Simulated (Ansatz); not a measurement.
Born–Oppenheimer molecular dynamics of CH$_{2}$NS (5 atoms, charge 0, multiplicity 2). It starts from a rough guess of a transition structure, not a stationary point.

The calculation used UKS PBE/def2-SVP in Ansatz.

* ensemble: NVE (velocity Verlet)
* time step: 0.5 fs
* steps asked: 150
* starting velocities drawn for: 100 K
* seed: 700377

First frame:

```xyz
5
Properties=species:S:1:pos:R:3
H -0.161 0.006 0.281
S 1.022 -0.791 1.369
C -1.011 0.617 -0.625
N -1.710 1.119 -1.368
H 1.861 -0.951 0.343
```

Task: How far do the bonds stretch over the last three quarters of this one trajectory? (Pairs bonded in most of those frames.)

Result: 
```json
{"bond": "H1–C3", "mean (Å)": "1.159", "spread (Å)": "0.146", "shortest": "0.92", "longest": "1.37"}
{"bond": "S2–H5", "mean (Å)": "1.370", "spread (Å)": "0.025", "shortest": "1.33", "longest": "1.41"}
{"bond": "C3–N4", "mean (Å)": "1.171", "spread (Å)": "0.031", "shortest": "1.12", "longest": "1.23"}
```

Mean temperature of the second half: 1310 K. The conserved energy stayed within 3.2 meV per atom of its start (net change -0.87 meV per atom), so the integration is sound. The system heated up, since it started high on the potential surface and ran downhill. A run of 0.075 ps of so small a system gives no equilibrium averages.

Run time: 6 min on 1 thread of Arm Neoverse V1 (shared host), peak memory 0.11 GiB.
